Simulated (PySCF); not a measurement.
PySCF input (M06-2X/6-311+G**):

```python
from pyscf import gto, dft

mol = gto.M(
    atom='''
    O    -0.09788910   -0.14223064    0.59918690
    C     0.11020707    0.04653981   -0.61310884
    H     0.09106748    1.04600479   -1.05194397
    H     0.31173752   -0.84557014   -1.20537534
    H    -0.28093466    0.65817156    1.14247713
    ''',
    basis='6-311+g**',
    charge=1,
    spin=0,
    verbose=4,
)

mf = dft.RKS(mol, xc='m062x')
mf.grids.level = 4
mf.conv_tol = 1e-9
mf.max_cycle = 100
mf.max_memory = 1500
mf.kernel()
if not mf.converged:
    mf = mf.newton()
    mf.kernel(mf.make_rdm1())
mf.dip_moment()
```

From the last part of the output:

```
[INPUT]  2 C      0.110207070000   0.046539810000  -0.613108840000 AA    0.208261179291   0.087947494789  -1.158607792150 Bohr   0.0
[INPUT]  3 H      0.091067480000   1.046004790000  -1.051943970000 AA    0.172092596054   1.976662578083  -1.987886001688 Bohr   0.0
[INPUT]  4 H      0.311737520000  -0.845570140000  -1.205375340000 AA    0.589098535551  -1.597895983710  -2.277829269904 Bohr   0.0
[INPUT]  5 H     -0.280934660000   0.658171560000   1.142477130000 AA   -0.530889566298   1.243763991378   2.158968879279 Bohr   0.0

nuclear repulsion = 37.1123128096871
number of shells = 32
number of NR pGTOs = 94
number of NR cGTOs = 62
basis = 6-311+g**
ecp = {}

******** <class 'pyscf.dft.rks.RKS'> ********
method = RKS
initial guess = minao
damping factor = 0
level_shift factor = 0
DIIS = <class 'pyscf.scf.diis.CDIIS'>
diis_start_cycle = 1
diis_space = 8
diis_damp = 0
SCF conv_tol = 1e-09
SCF conv_tol_grad = None
SCF max_cycles = 100
direct_scf = True
direct_scf_tol = 1e-13
XC library pyscf.dft.libxc version 7.1.2
    S. Lehtola, C. Steigemann, M. J. T. Oliveira, and M. A. L. Marques,  SoftwareX 7, 1–5 (2018)
XC functionals = m062x
    Y. Zhao and D. G. Truhlar,  Theor. Chem. Acc. 120, 215 (2008)
    Y. Zhao and D. G. Truhlar,  Theor. Chem. Acc. 120, 215 (2008)
radial grids:
    Treutler-Ahlrichs [JCP 102, 346 (1995); DOI:10.1063/1.469408] (M4) radial grids

becke partition: Becke, JCP 88, 2547 (1988); DOI:10.1063/1.454033
pruning grids: <function nwchem_prune>
grids dens level: 4
symmetrized grids: False
atomic radii adjust function: <function treutler_atomic_radii_adjust>
small_rho_cutoff = 0
Set gradient conv threshold to 3.16228e-05
Initial guess from minao.
tot grids = 103992
init E= -115.316815917012
  HOMO = -0.394392506189838  LUMO = -0.108955409853277  gap/eV = 7.76714
cycle= 1 E= -114.708452624909  delta_E= 0.608  |g|= 0.492  |ddm|= 1.48
  HOMO = -0.737018576097419  LUMO = -0.385435924074471  gap/eV = 9.56705
cycle= 2 E= -114.700780641582  delta_E= 0.00767  |g|= 0.606  |ddm|= 0.561
  HOMO = -0.75915609382638  LUMO = -0.344600549454935  gap/eV = 11.28063
cycle= 3 E= -114.76546268688  delta_E= -0.0647  |g|= 0.0873  |ddm|= 0.306
  HOMO = -0.74012013283108  LUMO = -0.322277356762395  gap/eV = 11.37008
cycle= 4 E= -114.766699776224  delta_E= -0.00124  |g|= 0.0194  |ddm|= 0.0484
  HOMO = -0.742444113464806  LUMO = -0.324476345882033  gap/eV = 11.37348
cycle= 5 E= -114.766769071068  delta_E= -6.93e-05  |g|= 0.00356  |ddm|= 0.0117
  HOMO = -0.74198167546297  LUMO = -0.32367448428759  gap/eV = 11.38272
cycle= 6 E= -114.766771812865  delta_E= -2.74e-06  |g|= 0.000837  |ddm|= 0.00293
  HOMO = -0.742112068280083  LUMO = -0.32374561122462  gap/eV = 11.38433
cycle= 7 E= -114.76677199216  delta_E= -1.79e-07  |g|= 0.000142  |ddm|= 0.000735
  HOMO = -0.742120590342928  LUMO = -0.323743580517615  gap/eV = 11.38462
cycle= 8 E= -114.766772000002  delta_E= -7.84e-09  |g|= 2.65e-05  |ddm|= 0.000177
  HOMO = -0.742119608394418  LUMO = -0.323741273096729  gap/eV = 11.38465
cycle= 9 E= -114.766772000216  delta_E= -2.13e-10  |g|= 2.57e-06  |ddm|= 3.12e-05
  HOMO = -0.742119595652632  LUMO = -0.323741298348377  gap/eV = 11.38465
Extra cycle  E= -114.766772000219  delta_E= -2.79e-12  |g|= 1.2e-06  |ddm|= 3.88e-06
converged SCF energy = -114.766772000219

WARN: System has nonzero charge 1; the dipole moment is origin-dependent.
Location of origin: [0. 0. 0.]

Dipole moment(X, Y, Z, Debye):  0.03308,  1.90334, -1.20665
```

The dipole moment of an ion depends on the origin.
